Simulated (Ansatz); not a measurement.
For α-quartz (SiO2), rVV10 in Ansatz (PAW) gives:

```
Item                  Result
-------------------  -------
lattice constant a   4.920 Å
lattice parameter c  5.434 Å
```

**Question.** What does HSE06 in Ansatz (plane waves, PAW) give for the same quantities?

**Answer.** 
- lattice constant a: 4.981 Å (grows by 1.2 %)
- lattice parameter c: 5.464 Å (goes up by 0.6 %)

For comparison: lattice constant a 4.914 Å (measured, 298 K, no zero-point or thermal correction; as tabulated in Sutter and Yavaş (2016), arXiv:1612.07049); lattice parameter c 5.405 Å (measured, 298 K, not corrected to a static lattice; as tabulated in Sutter and Yavaş (2016), arXiv:1612.07049).

Changes are worked out from the printed values.

Unless a cell is named, each level is at its own relaxed cell (rVV10 12.66, HSE06 13.04 Å³/atom).

Ansatz's density-functional and Hartree–Fock values are scalar-relativistic unless marked +SOC, with PAW data made under PBE.

Ansatz is a first-principles code.
